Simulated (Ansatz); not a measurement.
**CH2N− (SMILES C=[N-]): functionals against CCSD(T) at one geometry**

The atoms stand at a structure displaced at random from a GFN2-xTB minimum. How far do the functionals agree with CCSD(T) there?

Method: single points in def2-TZVPPD; program: Ansatz 0.2.0, Gaussian basis.

Cores are frozen in the correlated methods.

## Step 1: Starting geometry

SMILES `C=[N-]`, 4 atoms, charge -1, spin multiplicity 1.

Atoms are counted from 1 here; the program's logs count them from 0.

Bond lengths: C1–N2 1.376 Å, C1–H3 1.176 Å, C1–H4 1.341 Å. Angles: N2–C1–H3 131.9°, N2–C1–H4 117.9°, H3–C1–H4 109.7°.

Geometry (Å):

| atom | x (Å) | y (Å) | z (Å) |
| --- | --- | --- | --- |
| C1 | -0.0362 | 0.0108 | 0.0096 |
| N2 | 0.8516 | 0.5599 | 0.9064 |
| H3 | -0.8616 | 0.4949 | -0.6742 |
| H4 | 0.1077 | -1.2855 | -0.3027 |

## Step 2: CCSD(T)/def2-TZVPPD

Contents of run/in.yaml:

```yaml
crystal:
  periodic: [false, false, false]
  atoms:
    - {symbol: C, position_ang: [-0.036200, 0.010800, 0.009600]}
    - {symbol: N, position_ang: [0.851600, 0.559900, 0.906400]}
    - {symbol: H, position_ang: [-0.861600, 0.494900, -0.674200]}
    - {symbol: H, position_ang: [0.107700, -1.285500, -0.302700]}
basis:
  gaussian: {orbitals: "def2-TZVPPD.json"}
total_charge: -1
correlation: {method: ccsd_t}
output: {forces: true}
```

The basis file named in the input lies beside it (Basis Set Exchange, JSON).

The command line of these runs was not kept.

## Step 3: PBE0-D4/def2-TZVPPD

Changes to run/in.yaml since step 2:

```diff
@@ -10,3 +10,3 @@
 total_charge: -1
-correlation: {method: ccsd_t}
-output: {forces: true}
+hamiltonian: {xc: pbe0, dispersion: d4}
+output: {forces: true, orbitals: {seedname: orbitals}}
```

## Step 4: wB97M-V/def2-TZVPPD

Changes to run/in.yaml since step 3:

```diff
@@ -10,3 +10,3 @@
 total_charge: -1
-hamiltonian: {xc: pbe0, dispersion: d4}
-output: {forces: true, orbitals: {seedname: orbitals}}
+hamiltonian: {xc: {name: wB97M-V}}
+output: {forces: true}
```

## Step 5: r2SCAN-D4/def2-TZVPPD

Changes to run/in.yaml since step 4:

```diff
@@ -10,3 +10,3 @@
 total_charge: -1
-hamiltonian: {xc: {name: wB97M-V}}
+hamiltonian: {xc: r2scan, dispersion: d4}
 output: {forces: true}
```

## Step 6: PBE-D4/def2-TZVPPD

Changes to run/in.yaml since step 5:

```diff
@@ -10,3 +10,3 @@
 total_charge: -1
-hamiltonian: {xc: r2scan, dispersion: d4}
+hamiltonian: {xc: pbe, dispersion: d4}
 output: {forces: true}
```

## Step 7: CAM-B3LYP-D4/def2-TZVPPD

Changes to run/in.yaml since step 6:

```diff
@@ -10,3 +10,3 @@
 total_charge: -1
-hamiltonian: {xc: pbe, dispersion: d4}
+hamiltonian: {xc: {name: CAM-B3LYP}, dispersion: d4}
 output: {forces: true}
```

## Step 8: revPBE-D4/def2-TZVPPD

Changes to run/in.yaml since step 7:

```diff
@@ -10,3 +10,3 @@
 total_charge: -1
-hamiltonian: {xc: {name: CAM-B3LYP}, dispersion: d4}
+hamiltonian: {xc: {name: revPBE}, dispersion: d4}
 output: {forces: true}
```

(Steps that only read results are left out.)

Before running it: what results should come out? Wanted: RMS force component; RMS force error; HOMO and LUMO, PBE0-D4; T1 diagnostic.

**Answer**, as computed:

```
              quantity                                                                                                  value
   RMS force component                                                                   2.471 to 2.966 eV/Å over the methods
       RMS force error  PBE0-D4 0.491, wB97M-V 0.438, r2SCAN-D4 0.437, PBE-D4 0.311, CAM-B3LYP-D4 0.513, revPBE-D4 0.299 eV/Å
HOMO and LUMO, PBE0-D4                                                                                       1.33 and 4.80 eV
         T1 diagnostic                                                                                                  0.028
```

What this shows: For forces revPBE-D4 does best and CAM-B3LYP-D4 worst. Frozen-core CCSD(T) forces in triple zeta carry basis errors of their own, and this is one geometry, so small gaps rank nothing. The T1 diagnostic is large here, over the usual mark for main-group molecules (transition-metal compounds often pass it harmlessly), so CCSD(T) itself may be off. The restricted Hartree–Fock reference is unstable towards an unrestricted one at one or more of these structures.
